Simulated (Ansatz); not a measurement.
A made-up structure of AlSiH$_{6}$O (charge +1), closed shell:

O1  (-1.212, 0.774, -1.204)
Al2  (0.147, 1.009, 0.107)
Si3  (0.916, -1.158, 0.929)
H4  (0.912, 0.889, 1.415)
H5  (-1.655, 1.506, -1.658)
H6  (0.233, 2.573, 0.136)
H7  (2.365, -1.247, 0.633)
H8  (0.142, -2.191, 0.195)
H9  (0.633, -1.196, 2.383)
(Å)

It is relaxed with PBE-D4/def2-SVP and then PBE0-D4/def2-TZVP (Ansatz 0.2.0). Atoms count as bonded within 1.22 times the sum of their covalent radii (H–H: 0.88 Å). The end point is not checked to be a true minimum.

**Question.** Does its bonding change? (Judge from chemistry; the calculation decides.)

**Answer.** Computed: Yes. Formed: Si3–H4; broken: Al2–Si3.

Where it ends: The first stage lowers the energy by 3.46 eV in 27 steps. It ends as AlSiH₆O ([OH][AlH][H][SiH3]), total charge +1:
| atom | x (Å) | y (Å) | z (Å) |
| --- | --- | --- | --- |
| O1 | -0.4925 | 0.6133 | -1.1919 |
| Al2 | -0.0975 | 1.5834 | 0.0779 |
| Si3 | 0.8206 | -1.1372 | 1.0534 |
| H4 | 0.5992 | 0.4359 | 1.1926 |
| H5 | -0.8939 | 0.7116 | -2.0548 |
| H6 | -0.0662 | 3.0013 | 0.7056 |
| H7 | 1.7121 | -1.2506 | -0.1124 |
| H8 | -0.5466 | -1.6574 | 0.8910 |
| H9 | 1.4441 | -1.3422 | 2.3731 |

Labels in which every atom is bracketed show which atoms are joined, not bond orders.

For scale, one of the runs: PBE0-D4/def2-TZVP relaxation, 141 basis functions, launched by `ansatz run in.yaml --threads 2 --pin off --events-out ev --progress --plain --max-ram 4352MiB`. The run took about 25 s on 2 CPU threads of an Arm Neoverse V2 (shared host).
